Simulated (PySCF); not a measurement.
Potential energy curve for CN, doublet.

UHF/cc-pVDZ (PySCF); ROKS-CAM-B3LYP = restricted open-shell CAM-B3LYP/cc-pVDZ (PySCF); ROKS-BLYP = PySCF 2.14.0 with restricted open-shell BLYP/cc-pVDZ.

Magnitude of the dipole moment (D; its direction can reverse along the curve, and a method can change to another solution) and Mulliken charge of the fragment that holds C1:

```json
[
 {"R / Å": "0.93", "μ UHF": "2.20", "q UHF": "0.03", "μ ROKS-CAM-B3LYP": "1.75", "q ROKS-CAM-B3LYP": "-0.07", "μ ROKS-BLYP": "1.22", "q ROKS-BLYP": "-0.09"},
 {"R / Å": "1.00", "μ UHF": "2.21", "q UHF": "0.05", "μ ROKS-CAM-B3LYP": "1.62", "q ROKS-CAM-B3LYP": "-0.04", "μ ROKS-BLYP": "1.09", "q ROKS-BLYP": "-0.06"},
 {"R / Å": "1.05", "μ UHF": "2.20", "q UHF": "0.07", "μ ROKS-CAM-B3LYP": "1.53", "q ROKS-CAM-B3LYP": "-0.02", "μ ROKS-BLYP": "1.02", "q ROKS-BLYP": "-0.04"},
 {"R / Å": "1.10", "μ UHF": "2.17", "q UHF": "0.09", "μ ROKS-CAM-B3LYP": "1.44", "q ROKS-CAM-B3LYP": "0.00", "μ ROKS-BLYP": "0.96", "q ROKS-BLYP": "-0.02"},
 {"R / Å": "1.12", "μ UHF": "2.16", "q UHF": "0.09", "μ ROKS-CAM-B3LYP": "1.40", "q ROKS-CAM-B3LYP": "0.01", "μ ROKS-BLYP": "0.94", "q ROKS-BLYP": "-0.01"},
 {"R / Å": "1.16", "μ UHF": "2.11", "q UHF": "0.10", "μ ROKS-CAM-B3LYP": "1.33", "q ROKS-CAM-B3LYP": "0.03", "μ ROKS-BLYP": "0.90", "q ROKS-BLYP": "0.01"},
 {"R / Å": "1.20", "μ UHF": "2.04", "q UHF": "0.10", "μ ROKS-CAM-B3LYP": "1.26", "q ROKS-CAM-B3LYP": "0.04", "μ ROKS-BLYP": "0.86", "q ROKS-BLYP": "0.02"},
 {"R / Å": "1.23", "μ UHF": "1.98", "q UHF": "0.11", "μ ROKS-CAM-B3LYP": "1.21", "q ROKS-CAM-B3LYP": "0.05", "μ ROKS-BLYP": "0.84", "q ROKS-BLYP": "0.03"},
 {"R / Å": "1.28", "μ UHF": "1.87", "q UHF": "0.11", "μ ROKS-CAM-B3LYP": "1.13", "q ROKS-CAM-B3LYP": "0.06", "μ ROKS-BLYP": "0.81", "q ROKS-BLYP": "0.05"}
]
```

The scan ran from 0.93 to 4.65 Å; beyond the distances shown one of the unrestricted levels run for this scan, shown here or not, changes its spin distribution in one step. The unrestricted determinant behind UHF is spin-contaminated at 1.05 to 1.28 Å (<S²> up to 1.6, against 0.75 for a pure doublet).
